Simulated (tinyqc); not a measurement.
Inside a calculation. Method: LCCD on RHF in the sto-3g basis, frozen core, for H2O, spin multiplicity 1. One step of it, computed by the program tinyqc.

Task: Iteration 1: building the Fock matrix. J_ij = sum D_kl (ij|kl), K_ij = sum D_kl (ik|jl); F = H + J - 0.5 K; E = tr D H + tr D J / 2 - 0.25 tr D K + E_nn.

D at the start, order 1O 1s, 1O 2s, 1O 2px, 1O 2py, 1O 2pz, 2H 1s, 3H 1s:
```
[[2.143423, -0.489876, 0.000000, 0.000976, 0.017758, -0.016397, -0.015331],
 [-0.489876, 2.088224, 0.000000, -0.006181, -0.091006, 0.044120, 0.045353],
 [0.000000, 0.000000, 1.308127, 0.000000, 0.000000, 0.000000, 0.000000],
 [0.000976, -0.006181, 0.000000, 1.185145, -0.004084, 0.112447, -0.114967],
 [0.017758, -0.091006, 0.000000, -0.004084, 1.223731, 0.064371, 0.066406],
 [-0.016397, 0.044120, 0.000000, 0.112447, 0.064371, 0.994974, 0.074600],
 [-0.015331, 0.045353, 0.000000, -0.114967, 0.066406, 0.074600, 0.991718]]
```

core Hamiltonian H = T + V (hartree), order 1O 1s, 1O 2s, 1O 2px, 1O 2py, 1O 2pz, 2H 1s, 3H 1s:
```
[[-32.637298, -7.593012, 0.000000, -0.001272, -0.018061, -1.566604, -1.332480],
 [-7.593012, -9.257476, 0.000000, -0.013302, -0.217442, -3.456581, -3.081859],
 [0.000000, 0.000000, -7.394046, 0.000000, 0.000000, 0.000000, 0.000000],
 [-0.001272, -0.013302, 0.000000, -7.506163, -0.008130, -1.777506, 1.626508],
 [-0.018061, -0.217442, 0.000000, -0.008130, -7.490529, -1.721283, -1.578282],
 [-1.566604, -3.456581, 0.000000, -1.777506, -1.721283, -4.907017, -1.489837],
 [-1.332480, -3.081859, 0.000000, 1.626508, -1.578282, -1.489837, -4.675436]]
```

Two-electron integrals (ij|kl) in chemists' order, unique and non-zero (hartree):
```
(11|11) 4.785065    (21|11) 0.741380    (21|21) 0.136873    (22|11) 1.118947
(22|21) 0.256633    (22|22) 0.817206    (31|31) 0.024477    (32|31) 0.037809
(32|32) 0.180518    (33|11) 1.115814    (33|21) 0.256684    (33|22) 0.817023
(33|33) 0.880159    (41|41) 0.024477    (42|41) 0.037809    (42|42) 0.180518
(43|43) 0.047444    (44|11) 1.115814    (44|21) 0.256684    (44|22) 0.817023
(44|33) 0.785270    (44|44) 0.880159    (51|51) 0.024477    (52|51) 0.037809
(52|52) 0.180518    (53|53) 0.047444    (54|54) 0.047444    (55|11) 1.115814
(55|21) 0.256684    (55|22) 0.817023    (55|33) 0.785270    (55|44) 0.785270
(55|55) 0.880159    (61|11) 0.153974    (61|21) 0.028185    (61|22) 0.052502
(61|33) 0.052401    (61|41) 0.000954    (61|42) 0.001784    (61|44) 0.052568
(61|51) 0.000885    (61|52) 0.001655    (61|54) 0.000155    (61|55) 0.052545
(61|61) 0.005880    (62|11) 0.372932    (62|21) 0.086598    (62|22) 0.305120
(62|33) 0.299950    (62|41) 0.004764    (62|42) 0.036325    (62|44) 0.308128
(62|51) 0.004420    (62|52) 0.033706    (62|54) 0.007589    (62|55) 0.306992
(62|61) 0.018177    (62|62) 0.140805    (63|31) 0.009081    (63|32) 0.052792
(63|43) 0.007556    (63|53) 0.007011    (63|63) 0.020114    (64|11) 0.196355
(64|21) 0.046187    (64|22) 0.173775    (64|33) 0.165882    (64|41) 0.011309
(64|42) 0.072393    (64|44) 0.185493    (64|51) 0.002067    (64|52) 0.018188
(64|54) 0.011186    (64|55) 0.169756    (64|61) 0.010125    (64|62) 0.097407
(64|64) 0.086727    (65|11) 0.182196    (65|21) 0.042856    (65|22) 0.161244
(65|33) 0.153920    (65|41) 0.002067    (65|42) 0.018188    (65|44) 0.158095
(65|51) 0.010999    (65|52) 0.069668    (65|54) 0.011430    (65|55) 0.171537
(65|61) 0.009395    (65|62) 0.090383    (65|64) 0.061809    (65|65) 0.077466
(66|11) 0.511116    (66|21) 0.120616    (66|22) 0.487191    (66|33) 0.467466
(66|41) 0.008631    (66|42) 0.090586    (66|44) 0.498939    (66|51) 0.008009
(66|52) 0.084054    (66|54) 0.029203    (66|55) 0.494563    (66|61) 0.025547
(66|62) 0.282409    (66|64) 0.223052    (66|65) 0.206968    (66|66) 0.774606
(71|11) 0.130702    (71|21) 0.023938    (71|22) 0.044634    (71|33) 0.044547
(71|41) -0.000809   (71|42) -0.001519   (71|44) 0.044691    (71|51) 0.000750
(71|52) 0.001409    (71|54) -0.000134   (71|55) 0.044671    (71|61) 0.004926
(71|62) 0.015030    (71|64) 0.007641    (71|65) 0.007774    (71|66) 0.020919
(71|71) 0.004241    (72|11) 0.330458    (72|21) 0.076796    (72|22) 0.272265
(72|33) 0.267540    (72|41) -0.004236   (72|42) -0.032887   (72|44) 0.275018
(72|51) 0.003928    (72|52) 0.030499    (72|54) -0.006935   (72|55) 0.273972
(72|61) 0.015677    (72|62) 0.104612    (72|64) 0.049426    (72|65) 0.065706
(72|66) 0.175772    (72|71) 0.013708    (72|72) 0.114020    (73|31) 0.007882
(73|32) 0.046442    (73|43) -0.006763   (73|53) 0.006272    (73|63) 0.014350
(73|73) 0.015916    (74|11) -0.178399   (74|21) -0.041981   (74|22) -0.158898
(74|33) -0.151753   (74|41) 0.009905    (74|42) 0.064527    (74|44) -0.169434
(74|51) -0.001876   (74|52) -0.016772   (74|54) 0.010125    (74|55) -0.155327
(74|61) -0.008186   (74|62) -0.051213   (74|64) -0.010257   (74|65) -0.031414
(74|66) -0.075962   (74|71) -0.007811   (74|72) -0.080849   (74|74) 0.072578
(75|11) 0.165445    (75|21) 0.038932    (75|22) 0.147361    (75|33) 0.140734
(75|41) -0.001876   (75|42) -0.016772   (75|44) 0.144588    (75|51) 0.009622
(75|52) 0.061996    (75|54) -0.010337   (75|55) 0.156592    (75|61) 0.008291
(75|62) 0.066784    (75|64) 0.030884    (75|65) 0.055668    (75|66) 0.123241
(75|71) 0.007244    (75|72) 0.074978    (75|74) -0.052548   (75|75) 0.064648
(76|11) 0.146610    (76|21) 0.034414    (76|22) 0.133156    (76|33) 0.129721
(76|41) -0.000039   (76|42) -0.000478   (76|44) 0.131947    (76|51) 0.002678
(76|52) 0.025002    (76|54) -0.000143   (76|55) 0.137652    (76|61) 0.007168
(76|62) 0.062498    (76|64) 0.036969    (76|65) 0.045185    (76|66) 0.132870
(76|71) 0.006099    (76|72) 0.056937    (76|74) -0.035051   (76|75) 0.041994
(76|76) 0.035106    (77|11) 0.482338    (77|21) 0.113906    (77|22) 0.464203
(77|33) 0.445729    (77|41) -0.007863   (77|42) -0.085067   (77|44) 0.475212
(77|51) 0.007292    (77|52) 0.078890    (77|54) -0.027341   (77|55) 0.471086
(77|61) 0.023237    (77|62) 0.187723    (77|64) 0.078420    (77|65) 0.129248
(77|66) 0.341561    (77|71) 0.020493    (77|72) 0.248987    (77|74) -0.201469
(77|75) 0.186840    (77|76) 0.132870    (77|77) 0.774606
```

nuclear repulsion = 8.52432951 hartree

Give: Coulomb J; exchange K; Fock matrix F; total energy of this density.

Result:

Coulomb J (hartree), order 1O 1s, 1O 2s, 1O 2px, 1O 2py, 1O 2pz, 2H 1s, 3H 1s:
```
[[17.207, 3.227, 0.000, 0.001, 0.014, 0.666, 0.565],
 [3.227, 8.020, 0.000, 0.005, 0.165, 3.030, 2.705],
 [0.000, 0.000, 7.974, 0.000, 0.000, 0.000, 0.000],
 [0.001, 0.005, 0.000, 8.034, 0.002, 1.731, -1.582],
 [0.014, 0.165, 0.000, 0.002, 8.027, 1.664, 1.522],
 [0.666, 3.030, 0.000, 1.731, 1.664, 5.066, 1.356],
 [0.565, 2.705, 0.000, -1.582, 1.522, 1.356, 4.873]]
```

exchange K (hartree), order 1O 1s, 1O 2s, 1O 2px, 1O 2py, 1O 2pz, 2H 1s, 3H 1s:
```
[[9.914, 1.686, 0.000, 0.002, 0.018, 0.386, 0.330],
 [1.686, 2.759, 0.000, 0.015, 0.156, 1.275, 1.150],
 [0.000, 0.000, 1.709, 0.000, 0.000, 0.000, 0.000],
 [0.002, 0.015, 0.000, 1.807, 0.008, 0.559, -0.508],
 [0.018, 0.156, 0.000, 0.008, 1.796, 0.596, 0.553],
 [0.386, 1.275, 0.000, 0.559, 0.596, 1.424, 0.603],
 [0.330, 1.150, 0.000, -0.508, 0.553, 0.603, 1.326]]
```

Fock matrix F (hartree), order 1O 1s, 1O 2s, 1O 2px, 1O 2py, 1O 2pz, 2H 1s, 3H 1s:
```
[[-20.387, -5.209, 0.000, -0.002, -0.013, -1.094, -0.932],
 [-5.209, -2.617, 0.000, -0.015, -0.131, -1.064, -0.952],
 [0.000, 0.000, -0.275, 0.000, 0.000, 0.000, 0.000],
 [-0.002, -0.015, 0.000, -0.376, -0.010, -0.326, 0.298],
 [-0.013, -0.131, 0.000, -0.010, -0.362, -0.355, -0.333],
 [-1.094, -1.064, 0.000, -0.326, -0.355, -0.553, -0.435],
 [-0.932, -0.952, 0.000, 0.298, -0.333, -0.435, -0.466]]
```

total energy of this density = -75.32062 hartree

This density is the starting one; it is not idempotent, so its energy is not variational and may lie below the converged one.
